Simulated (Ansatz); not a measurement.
Lattice parameter a (Å) of solids drawn from the class of elemental solids other than molecular ones, at two levels: PBE in Ansatz (PAW), and r²SCAN0 in Ansatz (PAW).

```
solid                   PBE  r²SCAN0  shift (%)
--------------------  -----  -------  ---------
fcc Ni                3.519    3.496      -0.65
bcc Li                3.435    3.492      +1.66
bcc V                 2.997    2.957      -1.33
fcc Pt                3.970    3.912      -1.46
bcc W                 3.184    3.157      -0.85
fcc Sr                6.030    6.158      +2.12
bcc Fe                2.831    2.905      +2.61
diamond               3.572    3.540      -0.90
diamond-structure Ge  5.761    5.638      -2.14
bcc Ta                3.319    3.306      -0.39
```

The shifts run from -2.14 % to +2.61 %, with a median of -0.75 %.

Of 10 rows, r²SCAN0 is the larger in 3 and the smaller in 7.

Ansatz's runs of these crystals have no spin polarisation, but for fcc Ni, bcc Fe. Meta-GGAs and exact exchange favour moments, which can bear on fcc Ni, bcc V, fcc Pt, bcc Fe.

Density-functional runs with spin start from parallel moments for fcc Ni, parallel moments for bcc Fe.

Spin–orbit coupling is left out, also for the solids with elements from indium on (fcc Pt, bcc W, bcc Ta); its size isn't shown.

Exact exchange on metals is sensitive to the k mesh.

Caveats: the gap of the solid is closed in this run (PBE: diamond-structure Ge). Ansatz's density-functional and Hartree–Fock values are scalar-relativistic unless marked +SOC, with PAW data made under PBE.

Ansatz is a quantum-chemistry and plane-wave program.
